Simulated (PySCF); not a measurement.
Molecule: C₂H₄S, charge 0, multiplicity 1. SMILES: C1CS1
Geometry: optimised at B3LYP-D3(BJ)/def2-TZVP (Ansatz).

Dispersion corrections to the total energy (kcal/mol) from the dftd3 and dftd4 libraries through PySCF: D3(BJ) without and D4 with the three-body term, each with the damping fitted for the functional named.

```tsv
functional	D3(BJ)	D4
TPSS	-3.48	…
TPSSh	-3.15	…
PW6B95	-1.31	-2.36
B2PLYP	-2.25	-1.75
BHLYP	-3.87	-2.95
PBE0	…	-2.09
B2GP-PLYP	-1.81	-1.02
```

**Question.** Complete the blanks.

**Answer.** 
- TPSS, D4: -3.46
- TPSSh, D4: -3.10
- PBE0, D3(BJ): -2.35
